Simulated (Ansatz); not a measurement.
Ansatz (a program for electronic structure) input (B3LYP/LANL2DZ): The .json file is the Basis Set Exchange's LANL2DZ.

Ansatz 0.2 input:
```yaml
crystal:
  periodic: [false, false, false]
  atoms:
    - {symbol: N, position_ang: [-0.00604726, 0.07245881, 1.41596088]}
    - {symbol: C, position_ang: [0.00611832, 0.05420329, -1.33253835]}
    - {symbol: C, position_ang: [0.00075354, 1.15688179, 0.73845087]}
    - {symbol: C, position_ang: [-0.00725914, -1.10497655, 0.76438931]}
    - {symbol: C, position_ang: [-0.00124318, -1.14569099, -0.61962459]}
    - {symbol: C, position_ang: [0.00728081, 1.26242812, -0.64570663]}
    - {symbol: H, position_ang: [0.01090499, 0.04443784, -2.41599051]}
    - {symbol: H, position_ang: [-0.01307795, -2.00605563, 1.36507020]}
    - {symbol: H, position_ang: [-0.00227616, -2.09704255, -1.13399480]}
    - {symbol: H, position_ang: [0.01287787, 2.21437463, -1.15663470]}
basis:
  gaussian:
    orbitals: LANL2DZ.json
hamiltonian:
  xc: {name: B3LYP}
magnetization: {spin_polarized: true, initial_magnetization: 1}
relax: {f_tol: 0.003, max_steps: 120}
```

Predict the final energy.

-247.55885 Eh.
